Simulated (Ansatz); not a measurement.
The parent structure is W in the bcc (W type) structure (space group Im-3m, No. 229; a = 3.1693 Å).

Method: Kohn–Sham DFT with the r2SCAN functional, run in Ansatz (a first-principles code) with PAW and 500 eV plane waves, no spin-orbit coupling.

Perturbation: Cr takes the place of W on all its sites, then cell and atoms are relaxed.

Measured lattice parameter a: W 3.16 Å (static lattice; corrected from measurement; as listed in Daniel Mejia-Rodriguez, S. B. Trickey, Phys. Rev. B (2018)); Cr 2.877 Å (static lattice; corrected from measurement; as listed in H. Levämäki et al., Physical Review B (2014)).

Task: How well does r2SCAN reproduce the measured shift?

Result: With r2SCAN the lattice parameter a moves by -0.340 Å (3.169 → 2.829) against -0.283 Å measured.

Stability against distortions was not tested. Seeded moments were not kept for W → Cr. All final runs are without spin polarisation. Real Cr is antiferromagnetic at low temperature and ambient pressure, an order that this cell doesn't hold.
